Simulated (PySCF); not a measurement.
## Field gradients at the hydrogen positions

SiH3PH2, H₅PSi.
Atom-mapped SMILES: `[SiH3:1][PH2:2]` (hydrogens: H3, H4, H5 on Si1; H6, H7 on P2)

Cartesian coordinates in Å at the PBE0-D3(BJ)/def2-SVP level; atoms count from 1:
```
atom  x, y, z in Å
Si1   -0.727    0.056    0.012
P2     1.443    0.197   -0.627
H3    -1.450   -0.781   -0.991
H4    -0.921   -0.539    1.370
H5    -1.302    1.435    0.000
H6     1.744   -1.142   -0.230
H7     1.870    0.756    0.618
```

Level: PBE0/pcSseg-1 (PySCF, non-relativistic); Q(2H) = 0.00286 b; rigid geometry, the same for H and D, with no vibrational averaging.

Problem. Tabulate Vzz, the asymmetry η and χzz = 234.96 MHz × Q × Vzz for every hydrogen position.

Solution. 
```
atom  bonded to  bond length (Å)  Vzz (au)     η  χzz (kHz)
  H3        Si1            1.494    0.1407  0.01         95
  H4        Si1            1.495    0.1399  0.00         94
  H5        Si1            1.494    0.1406  0.01         94
  H6         P2            1.429    0.1695  0.08        114
  H7         P2            1.429    0.1693  0.08        114
```

Problem. Average by the element that carries the hydrogen.

Solution. on Si: 94 kHz over 3 positions, mean bond length 1.494 Å; on P: 114 kHz over 2 positions, mean bond length 1.429 Å.

Problem. Give the 2H NMR doublet splittings at H4 for a magnetic field along the z, y and x axes of the gradient: 3χ/2, 3χ(1 + η)/4, 3χ(1 − η)/4.

Solution. With |χ| = 94.0 kHz and η = 0.004: 141, 71 and 70 kHz, to first order and without motion.

Geometry: PBE0-D3(BJ)/def2-SVP; no solvent, vibrations or thermal averaging. The small basis limits the accuracy of the gradients.
